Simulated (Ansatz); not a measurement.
**Molybdenum, bcc: convergence with the k-point mesh**

Computed with Ansatz, r²SCAN, scalar-relativistic PAW, on the relaxed cell (a = 3.153 Å; spin not included). Errors count from a run at 500 eV on a Γ-centred 23×23×23 mesh with Fermi-Dirac smearing of 0.1 eV, extrapolated to zero width. Fixed here: cutoff 500 eV, Fermi-Dirac width 0.1 eV. The SCF starts from atomic densities corrected by a trained network.

```json
{"k-mesh": "2×2×2", "E(σ→0) error (meV/atom)": "1250.5", "P (GPa)": "14.37", "SCF iterations": "7"}
{"k-mesh": "4×4×4", "E(σ→0) error (meV/atom)": "30.4", "P (GPa)": "-0.22", "SCF iterations": "6"}
{"k-mesh": "7×7×7", "E(σ→0) error (meV/atom)": "40.3", "P (GPa)": "-0.03", "SCF iterations": "6"}
{"k-mesh": "9×9×9", "E(σ→0) error (meV/atom)": "-11.1", "P (GPa)": "-0.83", "SCF iterations": "6"}
{"k-mesh": "11×11×11", "E(σ→0) error (meV/atom)": "23.8", "P (GPa)": "0.02", "SCF iterations": "6"}
{"k-mesh": "15×15×15", "E(σ→0) error (meV/atom)": "3.4", "P (GPa)": "-0.41", "SCF iterations": "6"}
{"k-mesh": "20×20×20", "E(σ→0) error (meV/atom)": "0.6", "P (GPa)": "-0.50", "SCF iterations": "6"}
```

Q: What does the run at 5×5×5 give (k-mesh)?

A: E(σ→0) error (meV/atom): -30.6; P (GPa): -3.01; SCF iterations: 6.

Within 5 meV/atom of the last row: from 15×15×15 on.
